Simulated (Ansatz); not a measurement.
# C2H6FNO2: inversion of the pyramid at N1, part 1 of 2

Wanted: the energy profile along the inversion of the pyramid at N1, from relaxed end points and a band of images. SMILES of the start: NC(O)(F)CO.

All numbers below are computed with Ansatz 0.2.0 (RKS BLYP-D4/def2-SVP).

## (1) The system as given

Bond lengths: N1–C2 1.378 Å, C2–O3 1.389 Å, C2–F4 1.350 Å, C2–C5 1.558 Å, C5–O6 1.440 Å, N1–H7 1.055 Å, N1–H8 0.972 Å, O3–H9 1.004 Å, C5–H10 1.076 Å, C5–H11 1.087 Å, O6–H12 0.985 Å. Angles (14 of 17 angles, heavy atoms first): N1–C2–O3 107.0°, N1–C2–F4 110.2°, N1–C2–C5 114.0°, O3–C2–F4 105.7°, O3–C2–C5 110.2°, F4–C2–C5 109.4°, C2–C5–O6 110.1°, C2–N1–H7 106.3°, C2–N1–H8 110.3°, C2–O3–H9 103.7°, C2–C5–H10 109.2°, C2–C5–H11 108.3°, O6–C5–H10 111.1°, O6–C5–H11 109.1°.

As a file:

```xyz
12

N    -1.3549    0.1135    0.5187
C     0.0009   -0.1179    0.5969
O     0.5945    1.0740    0.9934
F     0.2659   -1.0038    1.5802
C     0.6362   -0.6190   -0.7347
O     0.4387    0.3565   -1.7755
H    -1.5082    0.6865   -0.3538
H    -1.8291   -0.7155    0.3394
H     0.1247    1.2987    1.8522
H     0.1991   -1.5652   -1.0020
H     1.7025   -0.7561   -0.5728
H     0.8066    1.1932   -1.4080
```

## (2) Relaxing end A

input.yaml reads:

```yaml
crystal:
  periodic: [false, false, false]
  atoms:
    - { symbol: "N", position_ang: [-1.3549, 0.1135, 0.5187] }
    - { symbol: C, position_ang: [0.0009, -0.1179, 0.5969] }
    - { symbol: O, position_ang: [0.5945, 1.074, 0.9934] }
    - { symbol: F, position_ang: [0.2659, -1.0038, 1.5802] }
    - { symbol: C, position_ang: [0.6362, -0.619, -0.7347] }
    - { symbol: O, position_ang: [0.4387, 0.3565, -1.7755] }
    - { symbol: H, position_ang: [-1.5082, 0.6865, -0.3538] }
    - { symbol: H, position_ang: [-1.8291, -0.7155, 0.3394] }
    - { symbol: H, position_ang: [0.1247, 1.2987, 1.8522] }
    - { symbol: H, position_ang: [0.1991, -1.5652, -1.002] }
    - { symbol: H, position_ang: [1.7025, -0.7561, -0.5728] }
    - { symbol: H, position_ang: [0.8066, 1.1932, -1.408] }
basis:
  gaussian: { orbitals: def2-SVP }
hamiltonian:
  xc: blyp
  dispersion: d4
relax:
  f_tol: 0.015
  max_steps: 40
```

Command:

```
$ ansatz run input.yaml --threads 2 --pin off --max-ram 3072MiB --backend cpu --events-out ev --progress --plain --runs-dir out
```

Standard output, shortened:

```text
Warning: RAYON_NUM_THREADS=2 ignored (pool sized by the plan → 2); use --threads N
[...]
Functional definition: BLYP
[...]
1270 factors; their error is unknown
[...]
mean field -10461.73705994 eV, -384.4617457327 hartree, gradient 2.1e-5 eV, S^2 0.000000; 0 other end points of the search recorded, 0 dependent functions left out
[...]
reference -10461.73735374 eV, -384.4617565296 hartree; 25, 25 occupied and 89, 89 virtual orbitals, 1270 factors
relax step   1: F+E_penalty+E_count = -10462.22667344 eV  Δ(F+E_penalty+E_count) = +0.000e0 eV  max|allowed force component| = 2.695e0 eV/Å  Δτ_max = 0.0000 Å  (29 SCF iters, accepted)
[...]
relax step   7: F+E_penalty+E_count = -10462.69995212 eV  Δ(F+E_penalty+E_count) = -3.264e-4 eV  max|allowed force component| = 1.926e-2 eV/Å  Δτ_max = 0.0133 Å  (30 SCF iters, accepted)
[...]
relax step   8: F+E_penalty+E_count = -10462.69999426 eV  Δ(F+E_penalty+E_count) = -4.213e-5 eV  max|allowed force component| = 9.060e-3 eV/Å  Δτ_max = 0.0043 Å  (31 SCF iters, accepted)
1270 factors; their error is unknown
mean field -10462.21511390 eV, -384.4793138917 hartree, gradient 3.3e-5 eV, S^2 0.000000; 1 other end points of the search recorded, 0 dependent functions left out
[...]
reference -10462.21540835 eV, -384.4793247124 hartree; 25, 25 occupied and 89, 89 virtual orbitals, 1270 factors
Total energy: -10462.70028871 eV, -384.4971437369 hartree
Atom 0 at    -1.398370     0.139984     0.537115 Å, force    -0.002823     0.003228    -0.005548 eV/Å
Atom 1 at     0.023506    -0.134706     0.596773 Å, force    -0.000896    -0.009060     0.001427 eV/Å
Atom 2 at     0.698620     1.011631     1.016538 Å, force    -0.000924     0.002606     0.001293 eV/Å
Atom 3 at     0.194232    -1.178115     1.524716 Å, force    -0.001293     0.003436     0.002042 eV/Å
Atom 4 at     0.682429    -0.576189    -0.724752 Å, force    -0.002208     0.004899    -0.000379 eV/Å
Atom 5 at     0.462626     0.408345    -1.730132 Å, force     0.001881     0.005132    -0.002260 eV/Å
Atom 6 at    -1.587591     0.618224    -0.356573 Å, force     0.001983    -0.002423     0.005560 eV/Å
Atom 7 at    -1.921815    -0.745090     0.524802 Å, force     0.002925     0.000409     0.001067 eV/Å
Atom 8 at     0.082889     1.462965     1.633357 Å, force     0.001583    -0.003507    -0.002825 eV/Å
Atom 9 at     0.210921    -1.517503    -1.068207 Å, force     0.000635    -0.001098     0.000223 eV/Å
Atom 10 at     1.763112    -0.774787    -0.538063 Å, force    -0.000303    -0.000648     0.000947 eV/Å
Atom 11 at     0.866342     1.230140    -1.381574 Å, force    -0.000559    -0.002974    -0.001546 eV/Å
Dipole moment:    -0.190842     0.145056    -0.078066 e Å
```

Run time: 24 s. Hardware: 2 threads of Arm Neoverse V1, shared host; peak memory 0.15 GiB.

The steps of the relaxation:

```tsv
step	energy from step 1 (eV)	largest force component (eV/Å)
1	0.0000	2.6951
2	-0.3889	1.2072
3	-0.4537	0.3260
4	-0.4634	0.3705
5	-0.4716	0.0659
6	-0.4730	0.0225
7	-0.4733	0.0193
8	-0.4733	0.0091
```

Step 1 is the start.

After: Bond lengths: N1–C2 1.449 Å, C2–O3 1.395 Å, C2–F4 1.407 Å, C2–C5 1.541 Å, C5–O6 1.424 Å, N1–H7 1.031 Å, N1–H8 1.028 Å, O3–H9 0.981 Å, C5–H10 1.107 Å, C5–H11 1.115 Å, O6–H12 0.980 Å. Angles (14 of 17 angles, heavy atoms first): N1–C2–O3 109.4°, N1–C2–F4 106.7°, N1–C2–C5 116.0°, O3–C2–F4 110.6°, O3–C2–C5 106.6°, F4–C2–C5 107.5°, C2–C5–O6 110.0°, C2–N1–H7 107.7°, C2–N1–H8 109.7°, C2–O3–H9 105.3°, C2–C5–H10 109.1°, C2–C5–H11 108.8°, O6–C5–H10 107.6°, O6–C5–H11 113.0°.

## (3) End point B

The second end starts from a geometry with the move made by hand.

Changes to input.yaml since step 2:

```diff
@@ -9,4 +9,4 @@
     - { symbol: O, position_ang: [0.4387, 0.3565, -1.7755] }
-    - { symbol: H, position_ang: [-1.5082, 0.6865, -0.3538] }
-    - { symbol: H, position_ang: [-1.8291, -0.7155, 0.3394] }
+    - { symbol: H, position_ang: [-1.50436, 1.10975, 0.83211] }
+    - { symbol: H, position_ang: [-1.82636, -0.41368, 1.18508] }
     - { symbol: H, position_ang: [0.1247, 1.2987, 1.8522] }
```

Command:

```
$ ansatz run input.yaml --threads 2 --pin off --max-ram 3072MiB --backend cpu --events-out ev --progress --plain --runs-dir out
```

Standard output:

```text
Warning: RAYON_NUM_THREADS=2 ignored (pool sized by the plan → 2); use --threads N
The last accepted step is kept in <dir> (removed where the run ends without a failure and the disk answers)
Engine: ansatz 0.2.0, aarch64-unknown-linux-gnu
[... 1 set-up line as earlier in the session ...]
  parameter beta = 0.0042
  parameter a = 0.04918
  parameter b = 0.132
  parameter c = 0.2533
  parameter d = 0.349
  exchange = b88_x(beta = beta)
  correlation = lyp_c(a = a, b = b, c = c, d = d)
1270 factors; their error is unknown
mean field evaluation 1: about -10448.2827 eV, gradient 8.3e1 eV
mean field evaluation 2: about -10423.7637 eV, gradient 1.4e2 eV
mean field evaluation 4: about -10461.2898 eV, gradient 9.0e0 eV
mean field evaluation 8: about -10461.4214 eV, gradient 1.4e-1 eV
mean field evaluation 16: about -10461.3481 eV, gradient 2.4e-3 eV
mean field -10461.34807240 eV, -384.4474507043 hartree, gradient 6.5e-6 eV, S^2 0.000000; 0 other end points of the search recorded, 0 dependent functions left out
the calculation of the forces begins
reference -10461.34836792 eV, -384.4474615645 hartree; 25, 25 occupied and 89, 89 virtual orbitals, 1270 factors
relax step   1: F+E_penalty+E_count = -10461.83177187 eV  Δ(F+E_penalty+E_count) = +0.000e0 eV  max|allowed force component| = 2.692e0 eV/Å  Δτ_max = 0.0000 Å  (31 SCF iters, accepted)
these checks for a lower state are left out or cut short: starts, cluster_reference, orbital_swaps, neighbouring_geometries, increment
1270 factors; their error is unknown
mean field -10461.86115502 eV, -384.4663061428 hartree, gradient 7.5e-6 eV, S^2 0.000000; 0 other end points of the search recorded, 0 dependent functions left out
the calculation of the forces begins
reference -10461.86145714 eV, -384.4663172455 hartree; 25, 25 occupied and 89, 89 virtual orbitals, 1270 factors
relax step   2: F+E_penalty+E_count = -10462.34105172 eV  Δ(F+E_penalty+E_count) = -5.093e-1 eV  max|allowed force component| = 1.046e0 eV/Å  Δτ_max = 0.1852 Å  (30 SCF iters, accepted)
these checks for a lower state are left out or cut short: starts, cluster_reference, orbital_swaps, neighbouring_geometries, increment
1270 factors; their error is unknown
mean field evaluation 32: about -10461.9278 eV, gradient 1.6e-4 eV
mean field -10461.92775391 eV, -384.4687536067 hartree, gradient 2.5e-5 eV, S^2 0.000000; 0 other end points of the search recorded, 0 dependent functions left out
the calculation of the forces begins
reference -10461.92805766 eV, -384.4687647696 hartree; 25, 25 occupied and 89, 89 virtual orbitals, 1270 factors
relax step   3: F+E_penalty+E_count = -10462.40490761 eV  Δ(F+E_penalty+E_count) = -6.386e-2 eV  max|allowed force component| = 3.231e-1 eV/Å  Δτ_max = 0.0527 Å  (30 SCF iters, accepted)
these checks for a lower state are left out or cut short: starts, cluster_reference, orbital_swaps, neighbouring_geometries, increment
1270 factors; their error is unknown
mean field -10461.93467652 eV, -384.4690080082 hartree, gradient 2.5e-5 eV, S^2 0.000000; 0 other end points of the search recorded, 0 dependent functions left out
the calculation of the forces begins
reference -10461.93498103 eV, -384.4690191985 hartree; 25, 25 occupied and 89, 89 virtual orbitals, 1270 factors
relax step   4: F+E_penalty+E_count = -10462.41123852 eV  Δ(F+E_penalty+E_count) = -6.331e-3 eV  max|allowed force component| = 2.117e-1 eV/Å  Δτ_max = 0.1010 Å  (29 SCF iters, accepted)
these checks for a lower state are left out or cut short: starts, cluster_reference, orbital_swaps, neighbouring_geometries, increment
1270 factors; their error is unknown
mean field -10461.94040908 eV, -384.4692186757 hartree, gradient 2.4e-5 eV, S^2 0.000000; 0 other end points of the search recorded, 0 dependent functions left out
the calculation of the forces begins
reference -10461.94071297 eV, -384.4692298436 hartree; 25, 25 occupied and 89, 89 virtual orbitals, 1270 factors
relax step   5: F+E_penalty+E_count = -10462.41736670 eV  Δ(F+E_penalty+E_count) = -6.128e-3 eV  max|allowed force component| = 8.536e-2 eV/Å  Δτ_max = 0.0306 Å  (31 SCF iters, accepted)
these checks for a lower state are left out or cut short: starts, cluster_reference, orbital_swaps, neighbouring_geometries, increment
1270 factors; their error is unknown
mean field -10461.94282966 eV, -384.4693076305 hartree, gradient 2.4e-5 eV, S^2 0.000000; 0 other end points of the search recorded, 0 dependent functions left out
the calculation of the forces begins
reference -10461.94313327 eV, -384.4693187881 hartree; 25, 25 occupied and 89, 89 virtual orbitals, 1270 factors
relax step   6: F+E_penalty+E_count = -10462.42001750 eV  Δ(F+E_penalty+E_count) = -2.651e-3 eV  max|allowed force component| = 1.203e-1 eV/Å  Δτ_max = 0.0311 Å  (31 SCF iters, accepted)
these checks for a lower state are left out or cut short: starts, cluster_reference, orbital_swaps, neighbouring_geometries, increment
1270 factors; their error is unknown
mean field -10461.93217533 eV, -384.4689160910 hartree, gradient 1.3e-5 eV, S^2 0.000000; 0 other end points of the search recorded, 0 dependent functions left out
the calculation of the forces begins
reference -10461.93247744 eV, -384.4689271934 hartree; 25, 25 occupied and 89, 89 virtual orbitals, 1270 factors
relax step   7: F+E_penalty+E_count = -10462.40973637 eV  Δ(F+E_penalty+E_count) = +1.028e-2 eV  max|allowed force component| = 1.292e0 eV/Å  Δτ_max = 0.1974 Å  (29 SCF iters, rejected (line search))
these checks for a lower state are left out or cut short: starts, cluster_reference, orbital_swaps, neighbouring_geometries, increment
1270 factors; their error is unknown
mean field evaluation 64: about -10461.9278 eV, gradient 5.2e0 eV
mean field -10461.95456762 eV, -384.4697389924 hartree, gradient 2.5e-5 eV, S^2 0.000000; 0 other end points of the search recorded, 0 dependent functions left out
the calculation of the forces begins
reference -10461.95487037 eV, -384.4697501184 hartree; 25, 25 occupied and 89, 89 virtual orbitals, 1270 factors
relax step   8: F+E_penalty+E_count = -10462.43213907 eV  Δ(F+E_penalty+E_count) = -1.212e-2 eV  max|allowed force component| = 1.933e-1 eV/Å  Δτ_max = 0.0987 Å  (29 SCF iters, accepted)
these checks for a lower state are left out or cut short: starts, cluster_reference, orbital_swaps, neighbouring_geometries, increment
1270 factors; their error is unknown
mean field -10461.96947733 eV, -384.4702869144 hartree, gradient 2.5e-5 eV, S^2 0.000000; 0 other end points of the search recorded, 0 dependent functions left out
the calculation of the forces begins
reference -10461.96977907 eV, -384.4702980031 hartree; 25, 25 occupied and 89, 89 virtual orbitals, 1270 factors
relax step   9: F+E_penalty+E_count = -10462.44751407 eV  Δ(F+E_penalty+E_count) = -1.537e-2 eV  max|allowed force component| = 3.333e-1 eV/Å  Δτ_max = 0.0999 Å  (28 SCF iters, accepted)
these checks for a lower state are left out or cut short: starts, cluster_reference, orbital_swaps, neighbouring_geometries, increment
1270 factors; their error is unknown
mean field -10461.98798587 eV, -384.4709670904 hartree, gradient 7.1e-6 eV, S^2 0.000000; 0 other end points of the search recorded, 0 dependent functions left out
the calculation of the forces begins
reference -10461.98828635 eV, -384.4709781329 hartree; 25, 25 occupied and 89, 89 virtual orbitals, 1270 factors
relax step  10: F+E_penalty+E_count = -10462.46630250 eV  Δ(F+E_penalty+E_count) = -1.879e-2 eV  max|allowed force component| = 7.122e-1 eV/Å  Δτ_max = 0.1463 Å  (30 SCF iters, accepted)
these checks for a lower state are left out or cut short: starts, cluster_reference, orbital_swaps, neighbouring_geometries, increment
1270 factors; their error is unknown
mean field -10462.02449219 eV, -384.4723086731 hartree, gradient 1.0e-5 eV, S^2 0.000000; 0 other end points of the search recorded, 0 dependent functions left out
the calculation of the forces begins
reference -10462.02479040 eV, -384.4723196322 hartree; 25, 25 occupied and 89, 89 virtual orbitals, 1270 factors
relax step  11: F+E_penalty+E_count = -10462.50566950 eV  Δ(F+E_penalty+E_count) = -3.937e-2 eV  max|allowed force component| = 5.584e-1 eV/Å  Δτ_max = 0.2000 Å  (29 SCF iters, accepted)
these checks for a lower state are left out or cut short: starts, cluster_reference, orbital_swaps, neighbouring_geometries, increment
1270 factors; their error is unknown
mean field evaluation 96: about -10462.0520 eV, gradient 2.7e-3 eV
mean field -10462.05197621 eV, -384.4733186923 hartree, gradient 1.0e-5 eV, S^2 0.000000; 0 other end points of the search recorded, 0 dependent functions left out
the calculation of the forces begins
reference -10462.05227313 eV, -384.4733296037 hartree; 25, 25 occupied and 89, 89 virtual orbitals, 1270 factors
relax step  12: F+E_penalty+E_count = -10462.53232337 eV  Δ(F+E_penalty+E_count) = -2.665e-2 eV  max|allowed force component| = 3.614e-1 eV/Å  Δτ_max = 0.2000 Å  (29 SCF iters, accepted)
these checks for a lower state are left out or cut short: starts, cluster_reference, orbital_swaps, neighbouring_geometries, increment
1270 factors; their error is unknown
mean field -10462.08324410 eV, -384.4744677660 hartree, gradient 9.7e-6 eV, S^2 0.000000; 0 other end points of the search recorded, 0 dependent functions left out
the calculation of the forces begins
reference -10462.08353982 eV, -384.4744786333 hartree; 25, 25 occupied and 89, 89 virtual orbitals, 1270 factors
relax step  13: F+E_penalty+E_count = -10462.56963068 eV  Δ(F+E_penalty+E_count) = -3.731e-2 eV  max|allowed force component| = 2.457e-1 eV/Å  Δτ_max = 0.2000 Å  (29 SCF iters, accepted)
these checks for a lower state are left out or cut short: starts, cluster_reference, orbital_swaps, neighbouring_geometries, increment
1270 factors; their error is unknown
mean field -10462.06612275 eV, -384.4738385678 hartree, gradient 8.3e-6 eV, S^2 0.000000; 0 other end points of the search recorded, 0 dependent functions left out
the calculation of the forces begins
reference -10462.06641625 eV, -384.4738493540 hartree; 25, 25 occupied and 89, 89 virtual orbitals, 1270 factors
relax step  14: F+E_penalty+E_count = -10462.54947156 eV  Δ(F+E_penalty+E_count) = +2.016e-2 eV  max|allowed force component| = 7.119e-1 eV/Å  Δτ_max = 0.1134 Å  (29 SCF iters, rejected (line search))
these checks for a lower state are left out or cut short: starts, cluster_reference, orbital_swaps, neighbouring_geometries, increment
1270 factors; their error is unknown
mean field -10462.09817840 eV, -384.4750165914 hartree, gradient 2.6e-5 eV, S^2 0.000000; 0 other end points of the search recorded, 0 dependent functions left out
the calculation of the forces begins
reference -10462.09847323 eV, -384.4750274261 hartree; 25, 25 occupied and 89, 89 virtual orbitals, 1270 factors
relax step  15: F+E_penalty+E_count = -10462.58303197 eV  Δ(F+E_penalty+E_count) = -1.340e-2 eV  max|allowed force component| = 1.403e-1 eV/Å  Δτ_max = 0.0552 Å  (30 SCF iters, accepted)
these checks for a lower state are left out or cut short: starts, cluster_reference, orbital_swaps, neighbouring_geometries, increment
1270 factors; their error is unknown
mean field -10462.09902583 eV, -384.4750477338 hartree, gradient 2.6e-5 eV, S^2 0.000000; 0 other end points of the search recorded, 0 dependent functions left out
the calculation of the forces begins
reference -10462.09932105 eV, -384.4750585831 hartree; 25, 25 occupied and 89, 89 virtual orbitals, 1270 factors
relax step  16: F+E_penalty+E_count = -10462.58360519 eV  Δ(F+E_penalty+E_count) = -5.732e-4 eV  max|allowed force component| = 1.092e-1 eV/Å  Δτ_max = 0.0184 Å  (31 SCF iters, accepted)
these checks for a lower state are left out or cut short: starts, cluster_reference, orbital_swaps, neighbouring_geometries, increment
1270 factors; their error is unknown
mean field evaluation 128: about -10462.1717 eV, gradient 5.7e-3 eV
mean field -10462.09983228 eV, -384.4750773704 hartree, gradient 2.6e-5 eV, S^2 0.000000; 0 other end points of the search recorded, 0 dependent functions left out
the calculation of the forces begins
reference -10462.10012754 eV, -384.4750882210 hartree; 25, 25 occupied and 89, 89 virtual orbitals, 1270 factors
relax step  17: F+E_penalty+E_count = -10462.58450205 eV  Δ(F+E_penalty+E_count) = -8.969e-4 eV  max|allowed force component| = 4.470e-2 eV/Å  Δτ_max = 0.0170 Å  (31 SCF iters, accepted)
these checks for a lower state are left out or cut short: starts, cluster_reference, orbital_swaps, neighbouring_geometries, increment
1270 factors; their error is unknown
mean field -10462.09989923 eV, -384.4750798306 hartree, gradient 2.6e-5 eV, S^2 0.000000; 0 other end points of the search recorded, 0 dependent functions left out
the calculation of the forces begins
reference -10462.10019449 eV, -384.4750906812 hartree; 25, 25 occupied and 89, 89 virtual orbitals, 1270 factors
relax step  18: F+E_penalty+E_count = -10462.58460643 eV  Δ(F+E_penalty+E_count) = -1.044e-4 eV  max|allowed force component| = 3.459e-2 eV/Å  Δτ_max = 0.0127 Å  (31 SCF iters, accepted)
these checks for a lower state are left out or cut short: starts, cluster_reference, orbital_swaps, neighbouring_geometries, increment
1270 factors; their error is unknown
mean field -10462.09996430 eV, -384.4750822221 hartree, gradient 2.6e-5 eV, S^2 0.000000; 0 other end points of the search recorded, 0 dependent functions left out
the calculation of the forces begins
reference -10462.10025968 eV, -384.4750930769 hartree; 25, 25 occupied and 89, 89 virtual orbitals, 1270 factors
relax step  19: F+E_penalty+E_count = -10462.58466726 eV  Δ(F+E_penalty+E_count) = -6.084e-5 eV  max|allowed force component| = 5.182e-3 eV/Å  Δτ_max = 0.0042 Å  (32 SCF iters, accepted)
1270 factors; their error is unknown
mean field evaluation 160: about -10462.1000 eV, gradient 6.2e-2 eV
mean field -10462.09996430 eV, -384.4750822221 hartree, gradient 3.2e-5 eV, S^2 0.000000; 1 other end points of the search recorded, 0 dependent functions left out
the calculation of the forces begins
reference -10462.10025968 eV, -384.4750930769 hartree; 25, 25 occupied and 89, 89 virtual orbitals, 1270 factors
Total energy: -10462.58496264 eV, -384.4929055822 hartree
Atom 0 at    -1.388608    -0.087240     0.649252 Å, force    -0.005182    -0.004617     0.000020 eV/Å
Atom 1 at     0.038494    -0.200813     0.685807 Å, force     0.001434     0.003241     0.000486 eV/Å
Atom 2 at     0.748728     0.954109     1.109408 Å, force     0.003891    -0.001261     0.000148 eV/Å
Atom 3 at     0.364862    -1.244784     1.564019 Å, force    -0.001530     0.000775    -0.000532 eV/Å
Atom 4 at     0.593029    -0.527872    -0.712153 Å, force    -0.003107    -0.001288     0.001763 eV/Å
Atom 5 at     0.311352     0.528009    -1.624019 Å, force    -0.002918    -0.000246    -0.000194 eV/Å
Atom 6 at    -1.652627     0.520944    -0.136364 Å, force     0.000820    -0.000495     0.000843 eV/Å
Atom 7 at    -1.773505     0.294891     1.522287 Å, force    -0.000112     0.000792    -0.000631 eV/Å
Atom 8 at     0.336661     1.281202     1.933876 Å, force     0.000134     0.000683    -0.000401 eV/Å
Atom 9 at     0.094832    -1.440765    -1.088097 Å, force     0.001366     0.002708    -0.001345 eV/Å
Atom 10 at     1.682014    -0.732748    -0.602277 Å, force     0.003747    -0.001113     0.000721 eV/Å
Atom 11 at     0.728249     1.325037    -1.236148 Å, force     0.001456     0.000821    -0.000878 eV/Å
Dipole moment:    -0.149072     0.469152     0.245785 e Å
```

It took 55 s on 2 threads of Arm Neoverse V1, shared host; peak memory 0.15 GiB.

Relaxation path:

```tsv
step	energy from step 1 (eV)	largest force component (eV/Å)
1	0.0000	2.6920
2	-0.5093	1.0458
3	-0.5731	0.3231
4	-0.5795	0.2117
5	-0.5856	0.0854
6	-0.5882	0.1203
7x	-0.5780	1.2919
8	-0.6004	0.1933
9	-0.6157	0.3333
10	-0.6345	0.7122
11	-0.6739	0.5584
12	-0.7006	0.3614
13	-0.7379	0.2457
14x	-0.7177	0.7119
15	-0.7513	0.1403
16	-0.7518	0.1092
17	-0.7527	0.0447
18	-0.7528	0.0346
19	-0.7529	0.0052
```

Step 1 is the start. 2 steps were tried and not accepted (marked x).

After: Bond lengths: N1–C2 1.432 Å, C2–O3 1.420 Å, C2–F4 1.403 Å, C2–C5 1.539 Å, C5–O6 1.423 Å, N1–H7 1.028 Å, N1–H8 1.028 Å, O3–H9 0.978 Å, C5–H10 1.106 Å, C5–H11 1.114 Å, O6–H12 0.980 Å. Angles (14 of 17 angles, heavy atoms first): N1–C2–O3 116.2°, N1–C2–F4 107.9°, N1–C2–C5 110.7°, O3–C2–F4 107.6°, O3–C2–C5 105.3°, F4–C2–C5 109.1°, C2–C5–O6 110.7°, C2–N1–H7 108.8°, C2–N1–H8 112.4°, C2–O3–H9 108.2°, C2–C5–H10 108.8°, C2–C5–H11 107.6°, O6–C5–H10 107.8°, O6–C5–H11 113.2°.

(Continued in part 2 of 2.)
